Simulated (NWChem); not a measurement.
Program: NWChem. System: C2H6S, charge 0, spin multiplicity 1, displaced from the optimised geometry.

Input file:

```
start mol
memory heap 200 mb stack 900 mb global 1100 mb
geometry units angstroms nocenter noautoz noautosym
  C     -1.482767     0.769457    -0.251615
  C     -0.545479    -0.416862    -0.445263
  S      1.073085    -0.261959     0.414045
  H     -2.451509     0.583137    -0.746188
  H     -1.057834     1.689560    -0.684892
  H     -1.669445     0.957256     0.816867
  H     -0.982302    -1.334659    -0.020484
  H     -0.365829    -0.617406    -1.513050
  H      2.207939     2.387635    -1.360323
end
basis spherical
  * library cc-pvdz
end
dft
  xc xpbe96 cpbe96
  semidirect memsize 60000000 filesize 0
  iterations 100
end
task dft energy
```

The output up to the point where the run's verdict is printed (cleaned and shortened):

```
             Northwest Computational Chemistry Package (NWChem) 7.3.0
             --------------------------------------------------------

                                NWChem Input Module
                                -------------------

 Scaling coordinates for geometry "geometry" by  1.889725989
 (inverse scale =  0.529177249)

                             Geometry "geometry" -> ""
                             -------------------------

 Output coordinates in angstroms (scale by  1.889725989 to convert to a.u.)

  No.       Tag          Charge          X              Y              Z
 ---- ---------------- ---------- -------------- -------------- --------------
    1 C                    6.0000    -1.48276700     0.76945700    -0.25161500
    2 C                    6.0000    -0.54547900    -0.41686200    -0.44526300
    3 S                   16.0000     1.07308500    -0.26195900     0.41404500
    4 H                    1.0000    -2.45150900     0.58313700    -0.74618800
    5 H                    1.0000    -1.05783400     1.68956000    -0.68489200
    6 H                    1.0000    -1.66944500     0.95725600     0.81686700
    7 H                    1.0000    -0.98230200    -1.33465900    -0.02048400
    8 H                    1.0000    -0.36582900    -0.61740600    -1.51305000
    9 H                    1.0000     2.20793900     2.38763500    -1.36032300

 Effective nuclear repulsion energy (a.u.)     101.5934446186

            Nuclear Dipole moment (a.u.)
            ----------------------------
        X                 Y               Z
 ---------------- ---------------- ----------------
     1.2867219845     3.0041900006    -2.0118363025


 Summary of "ao basis" -> "" (spherical)
 ------------------------------------------------------------------------------
       Tag                 Description            Shells   Functions and Types
 ---------------- ------------------------------  ------  ---------------------
 *                          cc-pvdz                   on all atoms

  pbe96 is a nonlocal functional; adding pw91lda local functional.
[...]
 d= 0,ls=0.5,diis    52   -477.5497491676 -2.00D-04  4.89D-05  7.15D-03    17.7
 d= 0,ls=0.5,diis    53   -477.5499479651 -1.99D-04  4.27D-05  6.48D-03    18.0
 d= 0,ls=0.5,diis    54   -477.5501126448 -1.65D-04  4.23D-05  5.94D-03    18.4
 d= 0,ls=0.5,diis    55   -477.5502700612 -1.57D-04  3.81D-05  5.43D-03    18.7
 d= 0,ls=0.5,diis    56   -477.5504053852 -1.35D-04  3.94D-05  4.98D-03    19.0
 d= 0,ls=0.5,diis    57   -477.5505405420 -1.35D-04  3.69D-05  4.55D-03    19.3
 d= 0,ls=0.5,diis    58   -477.5506614725 -1.21D-04  3.57D-05  4.15D-03    19.6
 d= 0,ls=0.5,diis    59   -477.5507727909 -1.11D-04  3.59D-05  3.78D-03    20.0
 d= 0,ls=0.5,diis    60   -477.5508818491 -1.09D-04  3.41D-05  3.41D-03    20.3
 d= 0,ls=0.5,diis    61   -477.5509783086 -9.65D-05  3.29D-05  3.10D-03    20.6
 d= 0,ls=0.5,diis    62   -477.5510679509 -8.96D-05  3.29D-05  2.80D-03    20.9
 d= 0,ls=0.5,diis    63   -477.5511518807 -8.39D-05  3.14D-05  2.53D-03    21.2
 d= 0,ls=0.5,diis    64   -477.5512287959 -7.69D-05  2.94D-05  2.27D-03    21.6
 d= 0,ls=0.5,diis    65   -477.5512964194 -6.76D-05  2.91D-05  2.05D-03    21.9
 d= 0,ls=0.5,diis    66   -477.5513599654 -6.35D-05  2.68D-05  1.84D-03    22.2
 d= 0,ls=0.5,diis    67   -477.5514152490 -5.53D-05  2.45D-05  1.66D-03    22.5
 d= 0,ls=0.5,diis    68   -477.5514632538 -4.80D-05  2.34D-05  1.50D-03    22.8
 d= 0,ls=0.5,diis    69   -477.5515067335 -4.35D-05  2.29D-05  1.36D-03    23.1
 d= 0,ls=0.5,diis    70   -477.5515468818 -4.01D-05  2.10D-05  1.23D-03    23.5
 d= 0,ls=0.5,diis    71   -477.5515820111 -3.51D-05  1.99D-05  1.11D-03    23.8
 d= 0,ls=0.5,diis    72   -477.5516137062 -3.17D-05  1.88D-05  1.01D-03    24.1
 d= 0,ls=0.5,diis    73   -477.5516420576 -2.84D-05  1.84D-05  9.14D-04    24.5
 d= 0,ls=0.5,diis    74   -477.5516682956 -2.62D-05  1.73D-05  8.29D-04    24.8
 d= 0,ls=0.5,diis    75   -477.5516917723 -2.35D-05  1.65D-05  7.52D-04    25.1
 d= 0,ls=0.5,diis    76   -477.5517130914 -2.13D-05  1.58D-05  6.82D-04    25.4
 d= 0,ls=0.5,diis    77   -477.5517327618 -1.97D-05  1.51D-05  6.17D-04    25.8
 d= 0,ls=0.5,diis    78   -477.5517502735 -1.75D-05  1.45D-05  5.60D-04    26.1
 d= 0,ls=0.5,diis    79   -477.5517660436 -1.58D-05  1.39D-05  5.09D-04    26.4
 d= 0,ls=0.5,diis    80   -477.5517806229 -1.46D-05  1.35D-05  4.62D-04    26.7
 d= 0,ls=0.5,diis    81   -477.5517941929 -1.36D-05  1.27D-05  4.17D-04    27.1
 d= 0,ls=0.5,diis    82   -477.5518061063 -1.19D-05  1.21D-05  3.79D-04    27.4
 d= 0,ls=0.5,diis    83   -477.5518168469 -1.07D-05  1.15D-05  3.44D-04    27.7
 d= 0,ls=0.5,diis    84   -477.5518267344 -9.89D-06  1.10D-05  3.11D-04    28.0
 d= 0,ls=0.5,diis    85   -477.5518356450 -8.91D-06  1.09D-05  2.82D-04    28.3
 d= 0,ls=0.5,diis    86   -477.5518438262 -8.18D-06  1.05D-05  2.56D-04    28.7
 d= 0,ls=0.5,diis    87   -477.5518512514 -7.43D-06  9.70D-06  2.32D-04    29.0
 d= 0,ls=0.5,diis    88   -477.5518578659 -6.61D-06  9.11D-06  2.11D-04    29.3
 d= 0,ls=0.5,diis    89   -477.5518637930 -5.93D-06  8.43D-06  1.92D-04    29.6
 d= 0,ls=0.5,diis    90   -477.5518690432 -5.25D-06  8.75D-06  1.75D-04    29.9
 d= 0,ls=0.5,diis    91   -477.5518740355 -4.99D-06  8.34D-06  1.59D-04    30.3
 d= 0,ls=0.5,diis    92   -477.5518785554 -4.52D-06  7.75D-06  1.44D-04    30.6
 d= 0,ls=0.5,diis    93   -477.5518825757 -4.02D-06  7.65D-06  1.31D-04    30.9
 d= 0,ls=0.5,diis    94   -477.5518863028 -3.73D-06  7.38D-06  1.20D-04    31.2
 d= 0,ls=0.5,diis    95   -477.5518897368 -3.43D-06  7.02D-06  1.09D-04    31.5
 d= 0,ls=0.5,diis    96   -477.5518928878 -3.15D-06  6.60D-06  9.84D-05    31.9
 d= 0,ls=0.5,diis    97   -477.5518957400 -2.85D-06  6.44D-06  8.93D-05    32.2
 d= 0,ls=0.5,diis    98   -477.5518983742 -2.63D-06  6.58D-06  8.09D-05    32.5
 d= 0,ls=0.5,diis    99   -477.5519008026 -2.43D-06  6.25D-06  7.33D-05    32.8
 d= 0,ls=0.5,diis   100   -477.5519029189 -2.12D-06  6.00D-06  6.66D-05    33.1
```

The run did not converge; its last values are not results. The next line reads: Calculation failed to converge. NWChem stopped with the message: dft energy failed.
